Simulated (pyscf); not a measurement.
This saddle point was located with ωB97X-D3(BJ)/def2-SVP in PySCF.

```xyz
8

Cl     0.1683     0.2022     1.9261
Si    -1.2386    -0.4903     0.6168
Cl    -0.4364    -1.3657    -1.1574
Cl    -2.9230     0.6269     0.3205
H     -1.7408    -1.7215     1.2576
Si     0.0271     1.0831    -1.4021
H      1.4784     0.8312    -1.7537
H     -0.5403     1.1080    -2.8059
```

Surface: singlet, charge 0. Lowest wavenumbers (cm⁻¹): 169i, 92, 116, 125, 189.

Task: What reaction is this the transition state of?

Result: `[Cl][SiH]([Cl])[Cl]` + `[SiH2]` [singlet] <-> `[Cl][SiH2][SiH]([Cl])[Cl]`, an insertion read from left to right: Cl–Si broken and Si–Si, Cl–Si formed. At ωB97M-D3(BJ)/def2-TZVP it lies -2.0 kcal/mol from the left side and +49.5 kcal/mol from the right (each side as separated species at their lowest minima found). On the reactant side the descent ends in a bound adduct, 9.9 kcal/mol under the separated species and 2.5 kcal/mol under the saddle at ωB97X-D3(BJ)/def2-TZVP. At ωB97M-D3(BJ) the saddle lies under the separated reactants, which points to a path from their complex (located at ωB97X-D3(BJ) alone). At ωB97X-D3(BJ) the barrier from the zero used here is -7.4 kcal/mol. One saddle was located; it need not be the lowest between these sides.
